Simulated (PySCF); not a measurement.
Static response to an electric field

Species: difluoromethylene, CF₂ (singlet state).
Cartesian coordinates in Å at the PBE0-D3(BJ)/def2-TZVP level; atoms count from 1:
```xyz
3
CF2 angstrom
F     -1.0338   -0.2535   -0.3387
C     -0.0348    0.4589    0.0776
F      1.0161   -0.2339   -0.2322
```

Level: CAM-B3LYP/aug-cc-pVTZ (PySCF), static field, nuclei fixed, core orbitals frozen in the response. The polarisability tensor in these axes (au):

```
x   18.97  0.01  0.20
y    0.01 15.58  0.39
z    0.20  0.39 15.04
```

Problem. Give the principal values, the mean and the anisotropy Δα = √{½[(α1 − α2)² + (α2 − α3)² + (α1 − α3)²]}.

Solution. Principal values 14.83, 15.78 and 18.98 au; mean 16.53 au = 2.45 Å³ = 2.73 × 10⁻⁴⁰ C²·m²/J; Δα = 3.77 au (23 % of the mean).

Problem. What is the dipole moment, and where does it point?

Solution. (0.02, -0.54, -0.28) D, 0.60 D in size, pointing from the negative to the positive side. Measured along this direction, the outermost atoms are C2 at the negative end and F1 and F3 at the positive end.

Problem. Traceless (Buckingham) quadrupole moment about the centre of nuclear charge: eigenvalues?

Solution. -2.21, -0.01, 2.21 D·Å. The values depend on the origin, since the dipole doesn't vanish. The electronic extent ⟨r²⟩ about the same centre is 114 bohr², a root-mean-square distance of 1.15 Å for the 24 electrons.

Problem. Form Σ f/ω² (atomic units) for the 10 lowest TDDFT singlets, given as eV and f, and set it beside the mean polarisability, which is this sum over all singlets: 4.79, 0.0331; 8.34, 0.0000; 8.71, 0.0232; 8.93, 0.0607; 9.17, 0.0590; 9.19, 0.1386; 10.18, 0.0757; 11.15, 0.0113; 11.67, 0.0058; 11.76, 0.0032.

Solution. They add up to 4.25 au, 25.7 % of the 16.53 au; the largest single term is 1.21 au, from the state at 9.19 eV. Terms in order: 1.07, 0.00, 0.23, 0.56, 0.52, 1.21, 0.54, 0.07, 0.03, 0.02 au. Higher excitations give the rest. The strengths listed sum to 0.411.

Problem. Find the Langevin capture rate constant for H3+ (3.023 u) meeting this molecule (49.997 u), k = 2.342 × 10⁻⁹ cm³/s × √(α in Å³ / reduced mass in u).

Solution. The reduced mass is 2.85 u, so k = 2.17 × 10⁻⁹ cm³/s. The formula leaves out the permanent dipole, which adds to the capture rate.

Isolated species at its PBE0-D3(BJ)/def2-TZVP geometry, gas phase.
